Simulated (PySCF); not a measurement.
C4H5ClO.
Bonds: O1–C2 (double), C2–Cl3, C2–C4, C4–C5, C5–C6, C4–C6. Hydrogens: H7 on C4; H8, H9 on C5; H10, H11 on C6.

Torsions of this conformer, `[O:1]=[C:2]([Cl:3])[CH:4]1[CH2:5][CH2:6]1`: O1–C2–C4–C5 144°.

The closed-shell ground state was solved at several levels (PySCF, density fitting, gas phase, non-relativistic). Isolated species at its PBE0-D3(BJ)/def2-SVP geometry (one conformer only).

```
         level  basis functions  HOMO (eV)  LUMO (eV)  gap (eV)  dipole (D)
 PBE0/def2-SVP              113      -8.27      -0.77      7.50        3.21
    PBE0/6-31G               68      -8.31      -0.93      7.38        3.76
   PBE0/6-31G*               98      -8.18      -0.69      7.49        3.47
   PBE0/STO-3G               39      -5.95       1.64      7.59        2.88
PBE0/def2-TZVP              222      -8.35      -0.94      7.41        3.43
```

Question: Estimate the row for PBE0/6-311+G(2d,p), a basis of 200 functions; the other rows only guide the guess.

Answer: HOMO -8.41 eV, LUMO -1.02 eV, gap 7.39 eV, dipole 3.52 D.

Question: How much does the basis alone move the frontier levels among the 6 PBE0 rows (the withheld one included)?

Answer: The HOMO by 2.46 eV and the LUMO by 2.66 eV. By rising basis size (HOMO, LUMO in eV): STO-3G -5.95, 1.64; 6-31G -8.31, -0.93; 6-31G* -8.18, -0.69; def2-SVP -8.27, -0.77; 6-311+G(2d,p) -8.41, -1.02; def2-TZVP -8.35, -0.94.

Question: How far do the dipole and the HOMO energy spread over the levels?

Answer: The dipole runs from 2.88 to 3.76 D (mean 3.38 D) and the HOMO from -8.41 to -5.95 eV.
